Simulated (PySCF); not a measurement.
**Lithium: a sound run and one with changed settings**

Sound run: Li [He] 2s1, Li⁺ 1s2. Calculation: PySCF 2.14, in jorge-DZP-DKH (4s2p1d, 15 functions); scalar relativity by spin-free X2C-1e. The sound run starts from symmetry-adapted Hartree-Fock orbitals and uses a fine grid where one is needed.

Changed run: initial guess atom, at most 50 SCF cycles.

```csv
species,method,sound run (hartree),changed run (hartree),converged
Li,UHF,-7.43268,-7.43268,yes
Li,r2SCAN,-7.47957,-7.47957,yes
Li,LDA,-7.34347,-7.34347,yes
Li⁺,UHF,-7.23672,-7.23672,yes
Li⁺,r2SCAN,-7.28153,-7.28153,yes
Li⁺,LDA,-7.14279,-7.14279,yes
```

Here the plain start reaches the same solutions.
